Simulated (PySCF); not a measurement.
All values below come from PBE-D3(BJ)/def2-TZVP // TPSS-D3(BJ)/def2-SVP run with PySCF. All species are isolated molecules in the gas phase. 

Reference species (SMILES): `[OH]` (neutral, multiplicity 2).

```json
{
  "dipole_moment": "1.73 D"
}
```

Changed species: `[SH]` (free radical SH; the reference has free radical OH).

Task: Predict the effect on the dipole moment.

Result: the dipole moment falls by 0.86 D, to 0.87 D.
